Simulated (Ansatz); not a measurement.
# Relative stability

Two relaxed structures of MgSiNH₄ (charge -1), closed shell (PBE0-D4/def2-TZVPD; forces vanish, vibrations not checked).

A:

```xyz
7
angstrom
N -1.1289 0.0860 -1.0440
Mg 1.1394 0.1918 1.1208
Si -0.9319 1.5317 -0.1164
H -0.5348 -0.7330 -0.9129
H -1.8289 -0.0394 -1.7601
H 2.3245 0.5662 2.4156
H 1.0540 -1.3972 0.2233
```

B:

| atom | x (Å) | y (Å) | z (Å) |
| --- | --- | --- | --- |
| N1 | -1.7383 | 0.0989 | -1.0954 |
| Mg2 | -0.1564 | -0.1745 | 0.0172 |
| Si3 | 1.8402 | -0.7091 | 1.5395 |
| H4 | -2.5302 | -0.5261 | -1.1883 |
| H5 | -1.9275 | 0.8924 | -1.6956 |
| H6 | 1.7494 | 0.7431 | 2.0631 |
| H7 | 2.7629 | -0.3247 | 0.3595 |

Ansatz 0.2.0; basis: def2-TZVPPD; cores frozen in the correlated methods. The outer core shell of Li, Na, Mg and K is correlated. The def2 sets are not built for correlating such inner shells, so the correlated values are less sure here. B3LYP uses VWN-RPA correlation.

Question: Which structure is lower at CCSD(T), and by how much? (Judge from chemistry; the value comes from the calculation.)

Answer: The calculation gives: B, by 1.080 eV (electronic energy, against the other). By their contacts, A is MgSiNH₄ ([NH2][Si][MgH2]), total charge -1 and B is MgSiNH₄ ([NH2][Mg][SiH2]), total charge -1.

All methods give the same order:

```tsv
method	E(B) − E(A) (eV)
PBE-D4	-1.141
r2SCAN-D4	-1.178
PBE0-D4	-1.113
B3LYP-D4	-0.996
wB97M-V	-0.978
HF	-0.773
MP2	-1.218
CCSD	-1.035
CCSD(T)	-1.080
```

The T1 diagnostic stays at or below 0.015. The restricted Hartree–Fock reference is unstable towards an unrestricted one at one or more of these structures.

Labels in which every atom is bracketed show which atoms are joined, not bond orders.

For scale, one of the runs: CCSD(T)/def2-TZVPPD, 188 basis functions, launched by `ansatz run in.yaml --threads 2 --pin off --events-out ev --progress --plain --max-ram 4352MiB`. The run took 69 s on 2 CPU threads of an Arm Neoverse V2 (shared host), with 2.1 GiB of host memory at its peak.
